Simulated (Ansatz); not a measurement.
# CHAlO (triplet): from Hartree-Fock to the top rungs at a displaced geometry (v1), cc-pVDZ

The task here is to estimate one member of a computed series from the others.

Method: cc-pVDZ, core rule «outside noble gas», up to 7 orbitals frozen; program: Ansatz 0.2.0, Gaussian basis.

The runs, in order: UHF; CCSD(T) on ROHF; CCSD(T) on UHF; BCCD(T) on ROHF; CISD as a restricted active space (open shells left free, so some higher excitations enter); CCSDT(Q) on ROHF; CCSDT(Q) on UHF.

24 further runs of the same task are left out: 5 that didn't finish, 19 set aside as unsound or not needed. Runs told in other sessions of the task aren't counted.

## The system

The geometry is a PBE0/def2-TZVP stationary point (not a proven minimum) with its atoms shifted at random (size 0.040 Å).

4 atoms, charge 0, spin multiplicity 3.

Atoms are counted from 1 here; the program's logs count them from 0.

Bond lengths: Al1–C2 1.944 Å, C2–O3 1.340 Å, O3–H4 0.905 Å. Angles: Al1–C2–O3 171.0°, C2–O3–H4 115.2°.

Set-up of the first run:

File in.yaml:

```yaml
crystal:
  periodic: [false, false, false]
  atoms:
    - {symbol: Al, position_ang: [0.002338, -0.164460, 2.242320]}
    - {symbol: C, position_ang: [0.001472, -0.093665, 0.300032]}
    - {symbol: O, position_ang: [0.049471, -0.250448, -1.030229]}
    - {symbol: H, position_ang: [-0.053281, 0.508573, -1.512123]}
basis:
  gaussian: {orbitals: cc-pVDZ}
magnetization: {spin_polarized: true, initial_magnetization: 2}
hamiltonian: {xc: hf}
output: {orbitals: {seedname: orbitals}}
```

Started as:

```console
$ ansatz run in.yaml --threads 1 --pin off --events-out ev --progress --plain --max-ram 2393MiB
```

Steps of the session up to this table: UHF; CCSD(T) on ROHF; CCSD(T) on UHF; BCCD(T) on ROHF; CISD as a restricted active space (open shells left free, so some higher excitations enter); CCSDT(Q) on ROHF; CCSDT(Q) on UHF.

One table of the session follows, with a row left open; its other results are not shown here.

```
   method  from UCCSDT(Q) (meV)
     ROHF              +10018.9
      UHF               +9809.1
     RMP2               +1204.4
     UMP2               +1248.6
     CISD               +1328.4
    RCCSD                +349.2
    UCCSD                +345.1
 RCCSD(T)                 +63.9
 UCCSD(T)                 +65.0
  BCCD(T)                 +60.3
   RCCSDT                     ?
   UCCSDT                 +27.0
RCCSDT(Q)                  +4.3
UCCSDT(Q)                     0
```

Q: Estimate the row for RCCSDT from the others.

**Answer.** from UCCSDT(Q) (meV): +27.7. In the column «from UCCSDT(Q) (meV)» it lies between UCCSDT (+27.0) and BCCD(T) (+60.3).

Limits of these values: Restricted and unrestricted rows rest on different reference determinants; a gap between their highest levels can come from leftover correlation error, from unlike frozen cores or from another state.
